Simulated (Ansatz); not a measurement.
Nudged elastic band run: CH₆SSi

Input file:

```yaml
crystal:
  periodic: [false, false, false]
  atoms:
    - { symbol: C, position_ang: [-0.699924, 1.034734, -0.903132] }
    - { symbol: S, position_ang: [1.036529, 0.436131, -0.738013] }
    - { symbol: Si, position_ang: [0.756967, -1.001567, 0.844202] }
    - { symbol: H, position_ang: [-1.383296, 0.212736, -1.194185] }
    - { symbol: H, position_ang: [-0.695119, 1.796877, -1.705516] }
    - { symbol: H, position_ang: [-1.055017, 1.504932, 0.035072] }
    - { symbol: H, position_ang: [2.110538, -1.599049, 1.099692] }
    - { symbol: H, position_ang: [-0.217155, -2.080737, 0.44521] }
    - { symbol: H, position_ang: [0.235077, -0.350257, 2.09967] }
basis:
  gaussian: { orbitals: def2-SVP }
hamiltonian:
  xc: revpbe
  dispersion: d4
neb:
  order_check: false
  images: 5
  f_tol: 0.05
  max_iterations: 60
  final_atoms:
    - { symbol: C, position_ang: [-0.69375594, 1.11576418, -0.79967288] }
    - { symbol: S, position_ang: [1.05953328, 0.74980683, -0.36028271] }
    - { symbol: Si, position_ang: [0.75349221, -1.06491286, 0.76272181] }
    - { symbol: H, position_ang: [-1.30870886, 1.28735026, 0.1057768] }
    - { symbol: H, position_ang: [-1.13547501, 0.29987781, -1.40521464] }
    - { symbol: H, position_ang: [-0.68057476, 2.0426034, -1.40408485] }
    - { symbol: H, position_ang: [2.11679771, -1.52052996, 1.19491446] }
    - { symbol: H, position_ang: [0.09582353, -2.12731458, -0.08069406] }
    - { symbol: H, position_ang: [-0.11853217, -0.82884507, 1.96953608] }
  initial_path:
    images:
      - { positions_ang: [[-0.699924, 1.034734, -0.903132], [1.036529, 0.436131, -0.738013], [0.756967, -1.001567, 0.844202], [-1.383296, 0.212736, -1.194185], [-0.695119, 1.796877, -1.705516], [-1.055017, 1.504932, 0.035072], [2.110538, -1.599049, 1.099692], [-0.217155, -2.080737, 0.44521], [0.235077, -0.350257, 2.09967]] }
      - { positions_ang: [[-0.68619747, 1.05489875, -0.86628688], [1.02090957, 0.50325455, -0.64975985], [0.74817639, -1.0278843, 0.81907837], [-1.36968144, 0.28797862, -0.91676037], [-0.75675158, 1.55270713, -1.77465388], [-1.0039542, 1.72161385, -0.1429827], [2.11494287, -1.60188413, 1.11920232], [-0.13900417, -2.08089491, 0.31277374], [0.16016003, -0.45598955, 2.08238926]] }
      - { positions_ang: [[-0.67247093, 1.0750635, -0.82944176], [1.00529014, 0.57037811, -0.5615067], [0.73938578, -1.05420159, 0.79395474], [-1.35606689, 0.36322124, -0.63933574], [-0.81838417, 1.30853725, -1.84379175], [-0.95289139, 1.93829569, -0.3210374], [2.11934774, -1.60471926, 1.13871264], [-0.06085333, -2.08105283, 0.18033747], [0.08524306, -0.56172211, 2.06510851]] }
      - { positions_ang: [[-0.6587444, 1.09522825, -0.79259664], [0.98967071, 0.63750166, -0.47325355], [0.73059517, -1.08051889, 0.76883111], [-1.34245233, 0.43846385, -0.36191112], [-0.88001675, 1.06436738, -1.91292963], [-0.90182859, 2.15497754, -0.49909211], [2.12375261, -1.6075544, 1.15822295], [0.0172975, -2.08121074, 0.04790121], [0.01032609, -0.66745466, 2.04782777]] }
      - { positions_ang: [[-0.67041491, 1.10207356, -0.79495539], [1.01295823, 0.67493672, -0.4355966], [0.73822751, -1.07531688, 0.76679467], [-1.33120451, 0.72142599, -0.20601514], [-0.9651695, 0.80953752, -1.7436913], [-0.82807731, 2.11751949, -0.80075635], [2.12143431, -1.57854625, 1.17045345], [0.04347285, -2.09657869, 0.00503612], [-0.03262666, -0.72125146, 2.02173054]] }
      - { positions_ang: [[-0.68208543, 1.10891887, -0.79731413], [1.03624576, 0.71237177, -0.39793966], [0.74585986, -1.07011487, 0.76475824], [-1.31995668, 1.00438812, -0.05011917], [-1.05032226, 0.55470767, -1.57445297], [-0.75432603, 2.08006145, -1.1024206], [2.11911601, -1.54953811, 1.18268396], [0.06964819, -2.11194663, -0.03782897], [-0.07557942, -0.77504827, 1.99563331]] }
      - { positions_ang: [[-0.69375594, 1.11576418, -0.79967288], [1.05953328, 0.74980683, -0.36028271], [0.75349221, -1.06491286, 0.76272181], [-1.30870886, 1.28735026, 0.1057768], [-1.13547501, 0.29987781, -1.40521464], [-0.68057476, 2.0426034, -1.40408485], [2.11679771, -1.52052996, 1.19491446], [0.09582353, -2.12731458, -0.08069406], [-0.11853217, -0.82884507, 1.96953608]] }
```

Run as:

```bash
$ ansatz run input.yaml --threads 1 --pin off --max-ram 2048MiB --backend cpu --events-out ev --progress --plain --runs-dir out
```

Output, in part (warnings, iteration lines, the closing report on the highest movable image, with atoms numbered from 0):

```
NEB end point (image 0): max|allowed force component| = 3.272e-3 eV/Å (the criterion of neb.relax_end_points is 1.000e-2)
NEB end point (image 6): max|allowed force component| = 1.309e-2 eV/Å (the criterion of neb.relax_end_points is 1.000e-2)
NEB iter   1: max|band force component| = 4.934e0 eV/Å  barrier→ = 0.8498 eV  barrier← = 0.8498 eV  Δτ_max = 0.0999 Å  (175 SCF iters)
NEB iter   2: max|band force component| = 1.055e0 eV/Å  barrier→ = 0.1196 eV  barrier← = 0.1196 eV  Δτ_max = 0.1730 Å  (130 SCF iters)
NEB iter   3: max|band force component| = 7.117e-1 eV/Å  barrier→ = 0.0978 eV  barrier← = 0.0978 eV  Δτ_max = 0.0887 Å  (132 SCF iters)
NEB iter   4: max|band force component| = 3.154e-1 eV/Å  barrier→ = 0.0508 eV  barrier← = 0.0508 eV  CI = image 3  Δτ_max = 0.0183 Å  (130 SCF iters)
NEB iter   5: max|band force component| = 1.362e-1 eV/Å  barrier→ = 0.0484 eV  barrier← = 0.0483 eV  CI = image 3  Δτ_max = 0.0114 Å  (125 SCF iters)
NEB iter   6: max|band force component| = 1.998e-2 eV/Å  barrier→ = 0.0476 eV  barrier← = 0.0476 eV  CI = image 3  Δτ_max = 0.0000 Å  (254 SCF iters)
Total energy: -19838.00962237 eV, -729.0334069361 hartree
Atom 0 at    -0.694459     1.121048    -0.839001 Å, force     0.005197     0.008033    -0.008979 eV/Å
Atom 1 at     1.057616     0.651547    -0.472948 Å, force     0.004324     0.003483    -0.004539 eV/Å
Atom 2 at     0.751694    -1.066474     0.788739 Å, force     0.019980    -0.004453     0.007616 eV/Å
Atom 3 at    -1.416694     0.446026    -0.341783 Å, force    -0.007643    -0.001776     0.003100 eV/Å
Atom 4 at    -0.856381     1.073428    -1.933192 Å, force    -0.003391    -0.002112     0.007979 eV/Å
Atom 5 at    -0.869562     2.155071    -0.484467 Å, force    -0.002508    -0.006846     0.001744 eV/Å
Atom 6 at     2.131034    -1.552445     1.132745 Å, force    -0.009287    -0.003406     0.002837 eV/Å
Atom 7 at    -0.016436    -2.154671     0.083130 Å, force    -0.002531     0.003092    -0.003831 eV/Å
Atom 8 at     0.001787    -0.719730     2.049778 Å, force    -0.004141     0.003985    -0.005926 eV/Å
Dipole moment:    -0.308200    -0.001974    -0.002491 e Å
```

The run converged. A vibrational analysis at the climbing image gives one clearly imaginary mode, 140i cm⁻¹: a first-order saddle point.

Final band (atoms are numbered from 1 in the order of the input):

```
image  path coordinate (Å)  energy (kJ/mol)  dihedral H4–C1–S2–Si3 (°)
    0                 0.00              0.0                        -61
    1                 0.55              1.1                        -42
    2                 1.10              3.4                        -21
    3                 1.65              4.6                          0
    4                 2.21              3.3                         22
    5                 2.76              1.0                         43
    6                 3.32              0.0                         62
```

Time of the run: 70 s on 1 thread of Arm Neoverse V1, on a shared host, peak memory 0.25 GiB.
